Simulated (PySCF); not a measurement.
**Neon: a sound run and one with changed settings**

Sound run: Ne [Ne], Ne⁺ [He] 2s2 2p5. Computed with PySCF 2.14 in pcseg-2, with the non-relativistic Hamiltonian (point nucleus). In the sound run the correlated levels freeze 1s2. The sound run starts from symmetry-adapted Hartree-Fock orbitals and uses a fine grid where one is needed.

Changed run: initial guess atom, at most 50 SCF cycles.

```
species   method  sound run (hartree)  changed run (hartree)  converged
     Ne      UHF           -128.53512             -128.53512        yes
     Ne     TPSS           -128.97092             -128.97092        yes
     Ne  CCSD(T)           -128.79103             -128.79103        yes
    Ne⁺   r2SCAN           -128.13403             -128.13403        yes
    Ne⁺      MP2           -127.98998             -127.98998        yes
```

Here the plain start reaches the same solutions.
